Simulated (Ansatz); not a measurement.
**OF (SMILES [O]F) at 6 levels**

We compute a comparison of 6 runs (U-r2SCAN/STO-3G, U-revPBE/STO-3G, U-wB97X/STO-3G, UB2PLYP/STO-3G, UHSE06/STO-3G, UPBE/STO-3G) of OF. 

The results are computed with Ansatz 0.2.0.

48 further runs of the same task are left out: 7 that didn't finish, 41 set aside as unsound or not needed.

## 1. The structure to begin with

The species is OF (2 atoms), meant as a doublet with charge 0. As SMILES, `[O]F`. The F2–O1 distance was set to 2.661 Å, away from the relaxed value.

## 2. A single-point energy at U-r2SCAN/STO-3G (run 1)

input.yaml reads:

```yaml
crystal:
  periodic: [false, false, false]
  atoms:
    - symbol: O
      position_ang: [0.000000, 0.000000, -1.346300]
    - symbol: F
      position_ang: [-0.000000, -0.000000, 1.314400]
basis:
  gaussian:
    orbitals: STO-3G
magnetization:
  spin_polarized: true
  initial_magnetization: 1
hamiltonian:
  xc: r2scan
accuracy: high
```

On the command line:

```bash
$ ansatz run input.yaml --threads 1 --pin off --max-ram 3480MiB --events-out events.jsonl --progress --plain --runs-dir runs
```

The log of the run:

```text
Warning: RAYON_NUM_THREADS=1 ignored (pool sized by the plan → 1); use --threads N
Functional definition: r2SCAN
  name "r2SCAN"
  parameter k0 = 0.174
  parameter k1 = 0.065
  parameter a1 = 4.9479
  exchange = r2scan_x(k0 = k0, k1 = k1, a1 = a1)
  correlation = r2scan_c
141 factors; integrals over basis functions are off by at most 9.0e-9 eV
mean field evaluation 1: about -4675.7623 eV, gradient 2.3e1 eV
mean field evaluation 2: about -4614.7604 eV, gradient 5.0e-1 eV
mean field evaluation 4: about -4615.9310 eV, gradient 1.3e1 eV
mean field evaluation 8: about -4686.7469 eV, gradient 1.5e0 eV
mean field evaluation 16: about -4686.8569 eV, gradient 3.2e-2 eV
mean field evaluation 32: about -4686.8642 eV, gradient 2.0e-7 eV
mean field evaluation 64: about -4687.6853 eV, gradient 5.6e-2 eV
mean field evaluation 96: about -4686.8610 eV, gradient 1.1e-1 eV
mean field -4687.70493165 eV, -172.2699787977 hartree, gradient 1.5e-9 eV, S^2 1.750000; 5 other end points of the search recorded, 0 dependent functions left out
reference -4687.70493177 eV, -172.2699788021 hartree; 9, 8 occupied and 1, 2 virtual orbitals, 141 factors
Total energy: -4687.70493177 eV, -172.2699788021 hartree
```

Run time: 11 s. Hardware: 1 thread of Intel Xeon 6975P-C (Granite Rapids), shared host; peak memory 0.15 GiB.

## 3. A single-point energy at U-revPBE/STO-3G (run 2)

input.yaml reads:

```yaml
crystal:
  periodic: [false, false, false]
  atoms:
    - {symbol: O, position_ang: [0.000000, 0.000000, -1.346300]}
    - {symbol: F, position_ang: [-0.000000, -0.000000, 1.314400]}
basis:
  gaussian:
    orbitals: STO-3G
magnetization:
  spin_polarized: true
  initial_magnetization: 1
hamiltonian:
  xc: {name: revPBE}
accuracy: high
```

On the command line:

```bash
$ ansatz run input.yaml --threads 1 --pin off --max-ram 3480MiB --events-out events.jsonl --progress --plain --runs-dir runs
```

The log of the run, cut to the lines that bear on the results:

```text
Warning: RAYON_NUM_THREADS=1 ignored (pool sized by the plan → 1); use --threads N
Functional definition: revPBE
  name "revPBE"
[...]
141 factors; integrals over basis functions are off by at most 9.0e-9 eV
[...]
mean field -4687.50887115 eV, -172.2627737071 hartree, gradient 4.4e-10 eV, S^2 1.750000; 16 other end points of the search recorded, 0 dependent functions left out
reference -4687.50887188 eV, -172.2627737339 hartree; 9, 8 occupied and 1, 2 virtual orbitals, 141 factors
Total energy: -4687.50887188 eV, -172.2627737339 hartree
```

Run time: 4.5 s. Hardware: 1 thread of Intel Xeon 6975P-C (Granite Rapids), shared host.

Runs 3 to 5 aren't shown in full; the table further down has their settings and results.

## 4. The energy at UPBE/STO-3G (run 6)

in.yaml reads:

```yaml
basis:
  gaussian:
    orbitals: STO-3G
crystal:
  periodic: [false, false, false]
  atoms:
    - {symbol: O, position_ang: [0.000000, 0.000000, -1.346300]}
    - {symbol: F, position_ang: [-0.000000, -0.000000, 1.314400]}
magnetization:
  spin_polarized: true
  initial_magnetization: 1
hamiltonian:
  xc: {name: PBE}
accuracy: high
```

On the command line:

```bash
$ ansatz run in.yaml --threads 1 --pin off --max-ram 3480MiB --events-out events.jsonl --progress --plain --runs-dir runs
```

The log of the run, cut to the lines that bear on the results:

```text
Warning: RAYON_NUM_THREADS=1 ignored (pool sized by the plan → 1); use --threads N
Functional definition: PBE
  name "PBE"
[...]
141 factors; integrals over basis functions are off by at most 9.0e-9 eV
[...]
mean field -4683.61747502 eV, -172.1197675372 hartree, gradient 5.2e-9 eV, S^2 1.750000; 15 other end points of the search recorded, 0 dependent functions left out
reference -4683.61747561 eV, -172.1197675587 hartree; 9, 8 occupied and 1, 2 virtual orbitals, 141 factors
Total energy: -4683.61747561 eV, -172.1197675587 hartree
```

Run time: 5.7 s. Hardware: 1 thread of Intel Xeon 6975P-C (Granite Rapids), shared host.

## 5. Overview of the runs

| run | level | frozen core orbitals | energy (Eh) | ⟨S²⟩ | wall time |
| --- | --- | --- | --- | --- | --- |
| 1 | U-r2SCAN/STO-3G | – | -172.269979 | 1.750 | 11 s |
| 2 | U-revPBE/STO-3G | – | -172.262774 | 1.750 | 4.5 s |
| 3 | U-wB97X/STO-3G | – | -172.309699 | 1.750 | 24 s |
| 4 | UB2PLYP/STO-3G | 2 | -172.155116 | 1.750 | 5.1 s |
| 5 | UHSE06/STO-3G | – | -172.173860 | 1.750 | 4.8 s |
| 6 | UPBE/STO-3G | – | -172.119768 | 1.750 | 5.7 s |

## 6. Results

| quantity | value |
| --- | --- |
| run 6: total energy | -172.11977 Eh |
| run 6: ⟨S²⟩ | 1.750 |

In words: Totals of different functionals can't be ranked against each other. In runs 1, 2, 3, 4, 5, 6 the basis is minimal, so the values are rough. Spin contamination of the reference: run 4 ⟨S²⟩ = 1.75, run 2 ⟨S²⟩ = 1.75, run 1 ⟨S²⟩ = 1.75, run 6 ⟨S²⟩ = 1.75, run 3 ⟨S²⟩ = 1.75, run 5 ⟨S²⟩ = 1.75. Where it is this large, the reference is a mixture of spin states, and values that rest on it are in doubt. All runs together took 55 s, the longest 24 s.
